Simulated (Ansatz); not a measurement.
Results of PBE (Ansatz, a first-principles code, plane waves, PAW) for diamond-structure Si.

Run with plane-wave cutoff 520 eV, 12×12×12 k mesh, Fermi–Dirac smearing 0.01 eV, scalar-relativistic PAW data made under PBE.

Pressure at four volumes; x = ln(V/20.460 Å³). One pressure is withheld.

```json
[
 {"V (Å³/atom)": "19.232", "x": "-0.0619", "P (GPa)": "?"},
 {"V (Å³/atom)": "19.642", "x": "-0.0408", "P (GPa)": "3.96"},
 {"V (Å³/atom)": "20.460", "x": "0.0000", "P (GPa)": "0.00"},
 {"V (Å³/atom)": "21.688", "x": "0.0583", "P (GPa)": "-4.55"}
]
```

Q: Pass a parabola P(x) through the three rows shown, estimate the bulk modulus and its pressure derivative near zero pressure, and predict the withheld pressure.

A: Slopes between the rows: (0.00 − (3.96))/(0.0000 − (-0.0408)) = -97.06 and (-4.55 − (0.00))/(0.0583 − (0.0000)) = -78.04 GPa. Their difference over the span 0.0991 is c = 19.02/0.0991 = 191.9 GPa, so P(x) = 3.96 + (-97.06)(x − (-0.0408)) + 191.9 (x − (-0.0408))(x − (0.0000)). At the middle row B = −dP/dx = −[-97.06 + 191.9 × 0.0408] = 89.2 GPa, and B′ = dB/dP = 2c/B = 4.3. At x = -0.0619 the parabola gives 6.26 GPa; the run gives 6.27 GPa. The Birch–Murnaghan fit to the energies at all volumes has B0 = 88.7 GPa and B′ = 4.3.

Measured, for comparison: bulk modulus 101 GPa (0 K value with zero-point phonon effects removed; as tabulated in Sun et al. (2011), doi:10.1103/physrevb.84.035117). Computed less measured: bulk modulus -12 %.
